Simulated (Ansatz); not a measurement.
Cartesian coordinates in Å:
```
C 0.4637 -0.1689 -0.5595
C -0.2201 0.3245 0.4138
O -0.7308 0.9195 1.2780
H 0.4872 -1.0751 -1.1323
```

The species carries charge 0 and has multiplicity 2.

List the ωB97M-V/def2-TZVPP orbital energies in eV (Ansatz). (Best estimate.)

Ansatz gave: α occupied: -528.24, -284.97, -282.85, -34.33, -24.95, -18.21, -17.03, -16.17, -15.60, -10.53, -10.20. α empty: 2.33, 3.17, 3.31, 4.57, 6.78, 7.07, 7.43, 8.73. β occupied: -528.03, -284.98, -282.60, -33.99, -24.16, -17.87, -16.75, -15.41, -14.94, -9.68. β empty: -2.19, 2.47, 3.28, 4.39, 4.64, 6.86, 7.22, 7.42. ⟨S²⟩ = 0.759.
